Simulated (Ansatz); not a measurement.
in.yaml

```yaml
crystal:
  periodic: [false, false, false]
  atoms:
    - {symbol: Cu, position_ang: [0.000000, 0.000000, 0.000000]}
    - {symbol: N, position_ang: [0.000000, 0.000000, 1.810200]}
basis:
  gaussian: {orbitals: def2-SVP}
magnetization: {spin_polarized: false, initial_magnetization: 4}
correlation: {method: bccd_t, electrons: outside_noble_gas}
output: {forces: true}
```

```sh
$ ansatz run in.yaml --threads 1 --pin off --events-out ev --progress --plain --max-ram 2393MiB
```

Q: Roughly how long does this take on 1 thread of AMD EPYC 7B13, shared host, and how much host memory?

A: 19 s wall and 0.2 GiB.

```
486 factors; integrals over basis functions are off by at most 9.9e-4 eV
mean field evaluation 1: about -46064.0837 eV, gradient 4.4e1 eV
mean field evaluation 2: about -46064.2314 eV, gradient 4.4e1 eV
mean field evaluation 4: about -46066.6274 eV, gradient 2.5e1 eV
mean field evaluation 8: about -46068.0059 eV, gradient 1.1e0 eV
mean field evaluation 16: about -46068.0137 eV, gradient 2.5e-6 eV
mean field evaluation 32: about -46067.7267 eV, gradient 1.2e0 eV
mean field evaluation 64: about -46056.3679 eV, gradient 5.7e0 eV
mean field evaluation 96: about -46067.6694 eV, gradient 5.2e-1 eV
mean field evaluation 128: about -46068.3851 eV, gradient 3.3e0 eV
mean field evaluation 160: about -46063.3359 eV, gradient 1.6e1 eV
...
cycle   9  -10.39696878 eV  change    8.2e-4 eV  update   8.2e-4
cycle  10  -10.39592735 eV  change    1.0e-3 eV  update   4.1e-4
cycle  11  -10.39561606 eV  change    3.1e-4 eV  update   2.0e-4
cycle  12  -10.39525850 eV  change    3.6e-4 eV  update   1.1e-4
cycle  13  -10.39524984 eV  change    8.7e-6 eV  update   4.8e-5
cycle  14  -10.39515404 eV  change    9.6e-5 eV  update   2.6e-5
cycle  15  -10.39518294 eV  change   -2.9e-5 eV  update   1.1e-5
cycle  16  -10.39517184 eV  change    1.1e-5 eV  update   5.7e-6
cycle  17  -10.39516647 eV  change    5.4e-6 eV  update   2.4e-6
cycle  18  -10.39516777 eV  change   -1.3e-6 eV  update   1.2e-6
perturbative correction -0.74399854 eV, -0.0273414420 hartree
the calculation of the forces begins
Total energy: -46078.81490730 eV, -1693.3652145008 hartree
Atom 0 at     0.000000     0.000000     0.000000 Å, force     0.000000     0.000000    -0.908342 eV/Å
Atom 1 at     0.000000     0.000000     1.810200 Å, force    -0.000000    -0.000000     0.908342 eV/Å
Dipole moment:     0.000000     0.000000     0.168114 e Å
```

Forces (eV/Å):
```
Cu   0.000  0.000 -0.908
N    0.000  0.000  0.908
```
